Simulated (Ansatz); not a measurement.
**Si₂H₆ (SMILES [SiH3][SiH3]): a rigid scan of the bond length Si2–H6**

One table from this session's results is given with a row withheld; the runs are named, their logs left out.

The runs use Ansatz 0.2.0, Gaussian basis; single points in def2-TZVPP.

Levels: PBE-D4, r2SCAN-D4, PBE0-D4, B3LYP-D4, wB97M-V, Hartree-Fock, MP2, CCSD, CCSD(T). The scan takes 1.220, 1.283, 1.374, 1.482, 1.600, 1.729, 1.865, 2.008, 2.157 Å.

Cores are frozen in the correlated methods. B3LYP uses VWN-RPA correlation.

26 further runs of the same task are left out: 26 set aside as unsound or not needed.

## Starting geometry

The minimum, relaxed at PBE0-D4: SMILES `[SiH3][SiH3]`, 8 atoms, charge 0, spin multiplicity 1.

Atoms are counted from 1 here; the program's logs count them from 0.

Bond lengths: Si1–Si2 2.339 Å, Si1–H3 1.488 Å, Si1–H4 1.488 Å, Si1–H5 1.488 Å, Si2–H6 1.488 Å, Si2–H7 1.488 Å, Si2–H8 1.488 Å. Angles: Si2–Si1–H3 110.3°, Si2–Si1–H4 110.3°, Si2–Si1–H5 110.3°, H3–Si1–H4 108.7°, H3–Si1–H5 108.7°, H4–Si1–H5 108.7°, Si1–Si2–H6 110.3°, Si1–Si2–H7 110.3°, Si1–Si2–H8 110.3°, H6–Si2–H7 108.7°, H6–Si2–H8 108.7°, H7–Si2–H8 108.7°.

Coordinates:

```
atom    x (Å)    y (Å)    z (Å)
 Si1  -0.3405   0.4902  -1.0049
 Si2   0.3635  -0.5044   0.9910
  H3   0.8339   0.9482  -1.7949
  H4  -1.1129  -0.4839  -1.8219
  H5  -1.2080   1.6641  -0.7179
  H6   1.1390   0.4686   1.8063
  H7   1.2281  -1.6805   0.7040
  H8  -0.8110  -0.9592   1.7826
```

Energies of the minimum (eV), from earlier single points: PBE-D4 -15844.60727, r2SCAN-D4 -15851.53406, PBE0-D4 -15846.36757, B3LYP-D4 -15854.75612, wB97M-V -15851.23987, CCSD(T) -15828.60056.

At the minimum the bond length Si2–H6 is 1.488 Å.

The first run:

ccsdt-tzvpp/in.yaml reads:

```yaml
crystal:
  periodic: [false, false, false]
  atoms:
    - {symbol: Si, position_ang: [-0.340494, 0.490198, -1.004948]}
    - {symbol: Si, position_ang: [0.363520, -0.504446, 0.990999]}
    - {symbol: H, position_ang: [0.833867, 0.948192, -1.794945]}
    - {symbol: H, position_ang: [-1.112933, -0.483915, -1.821908]}
    - {symbol: H, position_ang: [-1.208011, 1.664091, -0.717949]}
    - {symbol: H, position_ang: [0.999513, 0.293548, 1.659668]}
    - {symbol: H, position_ang: [1.228114, -1.680486, 0.703963]}
    - {symbol: H, position_ang: [-0.810979, -0.959222, 1.782649]}
basis:
  gaussian: {orbitals: def2-TZVPP}
correlation: {method: ccsd_t}
```

No record of the launch command was kept for these runs.

Steps of the session up to this table: Si2–H6 = 1.220 Å; Si2–H6 = 1.283 Å; Si2–H6 = 1.374 Å; Si2–H6 = 1.482 Å; Si2–H6 = 1.600 Å; Si2–H6 = 1.729 Å; Si2–H6 = 1.865 Å; Si2–H6 = 2.008 Å; Si2–H6 = 2.157 Å.

One table of the session follows, with a row left open; its other results are not shown here.

Energies less that of the minimum at the same level (kcal/mol):

| bond length (Å) | PBE-D4 | PBE0-D4 | B3LYP-D4 | wB97M-V | Hartree-Fock |
| --- | --- | --- | --- | --- | --- |
| 1.220 | 22.8 | 22.1 | 21.3 | 21.0 | 21.7 |
| 1.283 | 12.2 | 11.6 | 11.1 | 10.8 | 11.2 |
| 1.374 | ? | ? | ? | ? | ? |
| 1.482 | 0.0 | 0.0 | 0.0 | 0.0 | 0.0 |
| 1.488 (minimum) | 0.0 | 0.0 | 0.0 | 0.0 | 0.0 |
| 1.600 | 1.8 | 2.2 | 2.4 | 2.6 | 2.7 |
| 1.729 | 7.5 | 8.5 | 8.6 | 9.4 | 9.9 |
| 1.865 | 15.4 | 17.2 | 17.0 | 18.8 | 19.9 |
| 2.008 | 25.2 | 27.8 | 27.3 | 29.8 | 31.7 |
| 2.157 | 35.7 | 39.1 | 38.3 | 41.4 | 44.4 |

Estimate the missing values for bond length (Å) = 1.374.

Worked estimate for «PBE-D4». A straight line through the neighbours (1.283, 12.2) and (1.482, 0.0) gives 12.2 + (0.0 − 12.2) × (1.374 − 1.283) / (1.482 − 1.283) = 6.6; a parabola fitted to 4 rows on both sides gives 4.0.

The run gave: PBE-D4: 3.5; PBE0-D4: 3.1; B3LYP-D4: 2.8; wB97M-V: 2.6; Hartree-Fock: 2.7. In «PBE-D4» the line misses by +3.1 and the parabola by +0.5.

Limits of these values: A polynomial through the near points puts the CCSD(T) minimum 0.006 Å below the PBE0-D4 value.
